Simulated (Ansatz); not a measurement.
This Ansatz (a quantum-chemistry and plane-wave program) input (PBE/aug-cc-pVTZ) gives -199.41505 Eh with 92 basis functions. A basis named .json is the Basis Set Exchange file of that set (core-valence sets with the plain set on hydrogen).

Ansatz 0.2 input:
```yaml
crystal:
  periodic: [false, false, false]
  atoms:
    - {symbol: F, position_ang: [-0.00000000, -0.00000000, -0.69824324]}
    - {symbol: F, position_ang: [0.00000000, 0.00000000, 0.69824324]}
basis:
  gaussian:
    orbitals: aug-cc-pVTZ
    final_grid: {core_spheres: 18, valence_spheres: 15, degree: 47}
hamiltonian:
  xc: {name: PBE}
magnetization: {spin_polarized: false}
```

Change:
```diff
- final_grid: {core_spheres: 18, valence_spheres: 15, degree: 47}
+ fitting: {mean_field: def2-universal-JKFIT.json}
```

Q: What does the run give now?

A: -199.41510 Eh (PBE/aug-cc-pVTZ, 92 functions), a change of -0.05 mEh.
